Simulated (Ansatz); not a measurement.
The end point of a relaxation of AlP. These are PBE (plane waves to 420 eV, PAW, scalar-relativistic; Ansatz, a program for electronic structure) values and carry that method's errors.

```cif
data_AlP
_chemical_formula_sum 'P1 Al1'
_space_group_name_H-M_alt 'P 1'
_space_group_IT_number 1
_cell_length_a 3.89428
_cell_length_b 3.89428
_cell_length_c 3.89428
_cell_angle_alpha 60.000
_cell_angle_beta 60.000
_cell_angle_gamma 60.000
loop_
_space_group_symop_operation_xyz
  'x, y, z'
loop_
_atom_site_label
_atom_site_type_symbol
_atom_site_fract_x
_atom_site_fract_y
_atom_site_fract_z
_atom_site_occupancy
P1 P 0.25000 0.25000 0.25000 1
Al1 Al 0.00000 0.00000 0.00000 1
```

Question: Determine the symmetry and give the standard cell with its independent sites.

Answer: Space group F-43m (No. 216); a = b = c = 5.5073 Å, α = β = γ = 90.00°

| atom | site | symmetry | x | y | z |
|---|---|---|---|---|---|
| P | 4d | -43m | 0.7500 | 0.7500 | 0.7500 |
| Al | 4a | -43m | 0.0000 | 0.0000 | 0.0000 |

This is the zinc blende type.

Question: Give the shortest distances between elements (the closest pairs, up to four, under 3.6 Å).

Answer: Al–P 2.38 Å.

```json
{
  "volume_per_atom": "20.88 Å³",
  "density": "2.30 g/cm³",
  "band_gap": "1.63 eV, indirect (valence top at Γ, conduction bottom at X) (no spin-orbit coupling)",
  "smallest_direct_gap": "3.09 eV at Γ"
}
```

No spin polarisation in the result.

Measured for AlP: a 5.451 Å (static lattice; corrected from measurement; as listed in Daniel Mejia-Rodriguez, S. B. Trickey, Phys. Rev. B (2018)); gap 2.54 eV (static lattice; corrected from measurement; as listed in Wei Chen et al., Physical Review Materials (2018)). Computed minus measured — a: PBE +1.0 %; gap: PBE -0.91 eV. The computed values are for a static lattice, and a measured gap can be an optical one, lowered by exciton binding.

The run could not lose the symmetry of its start.

All atoms sit on sites fixed by symmetry, so only the cell could relax.
